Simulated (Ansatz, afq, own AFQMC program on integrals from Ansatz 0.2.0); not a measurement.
AFQMC on a folder of integrals that Ansatz 0.2.0 wrote.

```yaml
crystal:
  periodic: [false, false, false]
  atoms:
    - {symbol: Al, position_ang: [0.000000, -0.084877, 0.620504]}
    - {symbol: N, position_ang: [0.000000, 0.035620, -1.143535]}
    - {symbol: H, position_ang: [0.000000, 1.349999, 1.353786]}
    - {symbol: H, position_ang: [0.000000, 0.427096, -2.073077]}
basis:
  gaussian: {orbitals: cc-pVDZ}
total_charge: 1
magnetization: {spin_polarized: true, initial_magnetization: 3}
correlation: {method: ccsd_t, electrons: outside_noble_gas, hamiltonian_folder: ham}
```

```sh
$ ansatz run in.yaml --threads 1 --pin off --events-out ev --progress --plain --max-ram 15360MiB --backend cuda --devices 0, --max-vram 18GiB
```

afq runs on the folder ham with

```
--method phaseless --trial hf --walkers 4000 --populations 20 --least-time 40 --time-step 0.005 --steps-per-block 20 --equilibration-blocks 112 --max-blocks 4000 --target-error 0.0009000 --factor-cut 1e-05 --start spin_pure --seed 3171 --taylor-order 6
```

Times are imaginary, in 1/Eh. The walk had a cap of 49 s. With eight or more populations the least sampling time is a fifth of least-time, and the error comes from their spread.

afq prints:

```
orbitals 36  electrons 6 3  factors 267 of 404
reference energy -297.16842707 Eh
CCSD correlation -0.16479376 Eh in 13 cycles, weight of the determinant in the CISD state 0.9192
energy of the start -297.168992 Eh
 block  time / (1/Eh)  mean weight  energy / Eh
     1     0.100  1.0008  -297.209807
     2     0.200  1.0007  -297.237946
     3     0.300  1.0012  -297.257671
     4     0.400  1.0014  -297.274332
     5     0.500  1.0010  -297.287757
    10     1.000  1.0001  -297.313903
    29     2.900  1.0000  -297.338320
    49     4.900  0.9999  -297.331049
    65     6.500  1.0000  -297.343770
    69     6.900  0.9998  -297.338331
    89     8.900  1.0002  -297.340509
   109    10.900  1.0002  -297.333695
   129    12.900  1.0000  -297.338089
   149    14.900  1.0003  -297.338716
   169    16.900  0.9999  -297.337492
   189    18.900  0.9998  -297.339258
error from the spread of 20 populations
energy -297.336436 +/- 0.000544 Eh
(rows thinned)
```

The run passed its tests (sampling time, drift between the halves within three errors, error under three times the target), which doesn't prove that it has relaxed.

Against this walk (error 14.8 meV) on the same determinant: CCSD(T) 10.3 meV higher (within the noise), CCSDT(Q) 15.3 meV lower (within the noise), a separate phaseless walk with a CISD trial and standard settings 6.1 ± 14.9 meV lower (within the noise). The error is statistical and leaves out the bias of the constraint.

Cautions: constraint bias not in the error; lower spins were not checked.

The walk took 10 s on 1 × NVIDIA H100 80GB HBM3 with 2 threads of AMD EPYC 7R13 Processor (Zen 3) (shared host) (the card was shared). The log's last line is the phaseless energy.

CCSDT and higher add their correlation energy to the determinant of the CCSD(T) run, since their own runs factorise the integrals more tightly (a shift of under 2 meV). A walk keeps the symmetry of its determinant, which the program's search chose and which needn't be the lowest solution, so a lower state of the same spin and another symmetry isn't excluded.
